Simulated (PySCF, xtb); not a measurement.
methanol cation (CH4O), SMILES CO (connectivity only; charge and spin as stated), charge +1, multiplicity 2.

Harmonic wavenumbers (cm⁻¹) from GFN2-xTB (xtb) at its own minimum, in rising order: 83, 900, 992, 1144, 1178, 1194, 1257, 1375, 2496, 2635, 2956, 3247.

**Question.** What does PySCF with ωB97X-D3(BJ)/def2-TZVP give at its own minimum? (Estimate from the structure and the level; the computed values follow.)

**Answer.** 289, 916, 975, 1049, 1239, 1256, 1290, 1487, 2722, 2792, 3213, 3592. Paired by order, the mean absolute difference is 132 cm⁻¹ and the zero-point energies are 27.8 and 29.8 kcal/mol.
